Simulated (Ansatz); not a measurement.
```yaml
crystal:
  periodic: [false, false, false]
  atoms:
    - {symbol: C, position_ang: [-0.573023, 0.394293, -0.047765]}
    - {symbol: C, position_ang: [0.095228, -0.137921, -0.064505]}
    - {symbol: O, position_ang: [0.708125, -0.175906, 0.458222]}
    - {symbol: F, position_ang: [0.134683, -0.841234, -0.706437]}
    - {symbol: H, position_ang: [-1.116626, 0.425574, -0.578155]}
    - {symbol: H, position_ang: [-0.500063, 0.997666, 0.406562]}
    - {symbol: H, position_ang: [1.221588, -0.620129, 0.363918]}
basis:
  gaussian: {orbitals: def2-SVPD}
hamiltonian: {xc: {name: BLYP}, dispersion: d3bjatm}
accuracy: high
```

```sh
$ ansatz run in.yaml --threads 2 --pin off --events-out ev --progress --plain --max-ram 4352MiB
```

Shortened log:

```
Functional definition: BLYP
2060 factors; integrals over basis functions are off by at most 2.8e-9 eV
mean field evaluation 1: about -6777.2189 eV, gradient 1.3e2 eV
mean field evaluation 2: about -6610.8286 eV, gradient 2.8e2 eV
mean field evaluation 4: about -6807.5681 eV, gradient 1.2e1 eV
mean field evaluation 8: about -6807.7388 eV, gradient 2.4e-1 eV
mean field evaluation 16: about -6807.7389 eV, gradient 6.6e-6 eV
mean field -6807.73891405 eV, -250.1797906403 hartree, gradient 9.0e-8 eV, S^2 0.000000; 0 other end points of the search recorded, 0 dependent functions left out
reference -6807.73895918 eV, -250.1797922987 hartree; 16, 16 occupied and 94, 94 virtual orbitals, 2060 factors
Total energy: -6807.92709506 eV, -250.1867061647 hartree
```

What is wrong with this run?

The geometry is squeezed to about two thirds of its size. Self-consistency was reached. The result belongs to that input, not to the molecule as meant.
